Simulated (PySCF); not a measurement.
These are TPSSh-D3(BJ)/def2-TZVP // PBE0-D3(BJ)/def2-TZVP run with PySCF values and carry that method's errors. Gas-phase values, no solvent. Delta-SCF ions had no search for a lower state. 

Reference species (SMILES): `F[SiH](F)F` (neutral, multiplicity 1).

```
Quantity                                    Value
--------------------------------------  ---------
vertical ionisation energy (Delta-SCF)   13.79 eV
HOMO–LUMO gap                            11.16 eV
HOMO                                    -10.43 eV
```

After one change: the vertical ionisation energy (Delta-SCF) falls by 1.38 eV; the HOMO–LUMO gap falls by 1.09 eV; the HOMO rises by 1.14 eV.

Problem. Which change was made? The new species is one of these.
A) `F[Si](F)(F)F`
B) `[SiH4]`
C) `F[SiH3]`
D) `F[SiH2]F`

Solution. B, `[SiH4]`
